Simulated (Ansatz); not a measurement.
in.yaml

```yaml
crystal:
  periodic: [false, false, false]
  atoms:
    - {symbol: Si, position_ang: [0.000000, 0.000000, 0.000000]}
    - {symbol: Mg, position_ang: [0.000000, 0.000000, 2.808000]}
basis:
  gaussian: {orbitals: cc-pVDZ}
magnetization: {spin_polarized: true, initial_magnetization: 0}
hamiltonian: {xc: {name: wB97M-V}}
output: {orbitals: {seedname: orbitals}}
```

```sh
$ ansatz run in.yaml --threads 1 --pin off --events-out ev --progress --plain --max-ram 2393MiB
```

Log:

```
  # Of w^i u^j: cxij and so on, Table III.
  gx(w, u) = 1 - cx + cx01*u + cx10*w
  gss(w, u) = css00 + css04*u^4 + css10*w + css20*w^2 + css43*w^4*u^3
  gos(w, u) = cos00 + cos10*w + (cos20 + cos21*u)*w^2 + (cos60 + cos61*u)*w^6
      + integral(e_c_pw_mod_opposite_spin*gos(b97_w_opposite, b97_u_opposite)) + vv10(b, c)
349 factors; integrals over basis functions are off by at most 1.1e-3 eV
128 factors; integrals over basis functions are off by at most 6.9e-5 eV
mean field evaluation 1: about -13317.1387 eV, gradient 3.5e0 eV
mean field evaluation 2: about -13317.3129 eV, gradient 1.8e0 eV
mean field evaluation 4: about -13317.3521 eV, gradient 2.5e-1 eV
mean field evaluation 8: about -13317.3810 eV, gradient 5.3e-2 eV
mean field evaluation 16: about -13317.3812 eV, gradient 5.3e-5 eV
mean field evaluation 32: about -13317.9018 eV, gradient 2.3e-5 eV
mean field -13317.90178990 eV, -489.4238635808 hartree, gradient 2.2e-5 eV, S^2 1.002022; 6 other end points of the search recorded, 0 dependent functions left out
reference -13317.90182359 eV, -489.4238648189 hartree; 13, 13 occupied and 23, 23 virtual orbitals, 349 factors
Total energy: -13317.90182359 eV, -489.4238648189 hartree
```

Ran on 1 thread of Arm Neoverse V2, shared host: 17 s wall, 0.19 GiB peak host memory.
